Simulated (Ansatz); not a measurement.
`CNP` + `CNC` → `CN(C)P` + CH₃NH₂ at 600 K and 1 bar (ligand exchange at a P–N bond).

Program: Ansatz. Geometries: PBE0-D4/def2-TZVP. ΔE: electronic, gas phase. CCSD(T)/CBS is the MP2 limit (def2-TZVPP, def2-QZVPP) plus CCSD(T) − MP2 in def2-TZVPP, frozen cores. One conformer a species, not always the lowest.

```tsv
species	CCSD(T)/CBS energy (Eh)	H − E (kJ/mol)	S (J/(mol·K))
`CNP`	-437.28343	234.3	355.0
`CNC`	-135.00321	284.6	333.5
`CN(C)P`	-476.53702	319.5	400.9
CH₃NH₂	-95.75281	199.3	283.8
```

H − E and S are ideal-gas, rigid-rotor, harmonic terms from PBE0-D4/def2-TZVP, for one conformer and one mirror image of each species. 1 Eh = 2625.50 kJ/mol, R = 8.31446 J/(mol·K).

Q: By hand: ΔE, ΔH, ΔS and ΔG.

A: ΔE = (-476.53702) + (-95.75281) − (-437.28343) − (-135.00321) = -0.00319 Eh = -8.4 kJ/mol. Δ(H − E) = 319.5 + 199.3 − 234.3 − 284.6 = -0.1, so ΔH = -8.5 kJ/mol. ΔS = 400.9 + 283.8 − 355.0 − 333.5 = -3.8 J/(mol·K). ΔG = -8.5 − 600 × (-3.8)/1000 = -6.2 kJ/mol.

Q: By hand: the equilibrium constant, and the temperature at which ΔG would vanish if ΔH and ΔS stayed fixed.

A: log₁₀ K = −ΔG/(RT ln 10) = 0.5. ΔG = 0 at ΔH/ΔS = 2237 K, though so small a ΔH makes that figure unsure.

The number of gas molecules stays the same, so ΔS is small and ΔH decides. A doubt of 5 kJ/mol in ΔE shifts log₁₀ K by 0.4 here. Other conformers and mirror images would add mixing entropy, several J/(mol·K) or more a flexible species. These are equilibria of isolated gas molecules and say nothing of rates. Largest T1 diagnostic: 0.011 (customary marks: 0.02 for closed shells, 0.045 for open ones).
